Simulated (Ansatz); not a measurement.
The cluster S3⁺ (the lowest doublet isomer of a short search). Charge 1, multiplicity 2. Geometry PBE-D4/def2-TZVP, basis def2-TZVP, Ansatz.

```xyz
3

S    -0.332   -0.417   -1.107
S     0.128    1.118    0.119
S     0.203   -0.701    0.988
```

```tsv
run	HOMO (eV)	LUMO (eV)
A	-14.17	-10.01
B	-15.75	-6.98
C	-12.01	-11.66
D	-13.24	-11.00
E	-15.49	-8.97
F	-12.35	-11.70
```

The structure comes from a short search, and lower isomers may exist.

HOMO and LUMO are taken over both spins.

**Question.** The runs used BHLYP, BLYP, HF, PBE0, r2SCAN, ωB97X-V. Estimate which is which.

**Answer.** A BHLYP (50 % exact exchange); B HF (100 % exact exchange); C BLYP (0 % exact exchange); D PBE0 (25 % exact exchange); E ωB97X-V (range-separated); F r2SCAN (0 % exact exchange). Exact exchange lowers occupied and raises empty levels; among semilocal functionals meta-GGAs tend to open the gap a little, and such runs are hard to tell apart. The gap grows from 0.35 eV (BLYP) to 8.76 eV (HF).
